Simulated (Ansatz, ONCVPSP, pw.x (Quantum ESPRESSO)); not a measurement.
## Which Ge potential is closest to all-electron in the diamond crystal?

All use PBE, scalar-relativistic, no spin, cutoffs from each file’s atomic test, pw.x 7.5; 8³ k-points, Fermi–Dirac smearing 0.01 Ry. Δ is the rms difference from all-electron LAPW of the E(V) curves that follow from fits to the pressures, over ±6 % in volume. Mesh and smearing are coarse and serve the comparison alone. The files are a selection: those with a ghost or negative overlap were mostly not run, and those with noisy or unconverged pressures or nearly equal Δ are left out.

All-electron: a0 = 5.765 Å (V0 = 23.95 Å³/atom), B0 = 57.6 GPa.

Problem. Rank them by Δ, smallest first.
A. optimised norm-conserving Vanderbilt (ONCV), ONCVPSP 4.0.1.1 (patched build), PBE; core [Ar] 3d10, reference 4s2 4p1.75; waves: 4s: rc 1.70 bohr, ncon 4, nbas 9, qcut 4.8 1/bohr, 1 projector; 4p: rc 2.30 bohr, ncon 4, nbas 7, qcut 3.3 1/bohr, 2 projectors, debl 2.6 Ha; d scattering state at 0.19 Ha: rc 1.75 bohr, ncon 4, nbas 8, qcut 5 1/bohr, 1 projector; local part: polynomial inside 1.50 bohr (lpopt 2, dvloc0 1 Ha); core correction: none.
B. optimised norm-conserving Vanderbilt (ONCV), ONCVPSP 4.0.1.1 (patched build), PBE; core [Ar] 3d10, reference 4s2 4p2; waves: 4s: rc 1.90 bohr, ncon 4, nbas 8, qcut 3 1/bohr, 1 projector; 4p: rc 2.45 bohr, ncon 5, nbas 9, qcut 3.2 1/bohr, 1 projector; d scattering state at 0.02 Ha: rc 1.95 bohr, ncon 3, nbas 6, qcut 5.1 1/bohr, 1 projector; local part: polynomial inside 1.55 bohr (lpopt 5, dvloc0 0 Ha); core correction: none.
C. optimised norm-conserving Vanderbilt (ONCV), ONCVPSP 4.0.1.1 (patched build), PBE; core [Ar] 3d10, reference 4s1.75 4p2.25; waves: 4s: rc 1.55 bohr, ncon 3, nbas 6, qcut 4.5 1/bohr, 1 projector; 4p: rc 2.30 bohr, ncon 3, nbas 7, qcut 3.6 1/bohr, 2 projectors, debl 0.7 Ha; d scattering state at 0.39 Ha: rc 2.00 bohr, ncon 3, nbas 6, qcut 5.5 1/bohr, 2 projectors, debl 4 Ha; local part: polynomial inside 1.35 bohr (lpopt 5, dvloc0 0 Ha); core correction: none.

Solution. B (1.0 meV/atom), C (1.5 meV/atom), A (4.2 meV/atom).
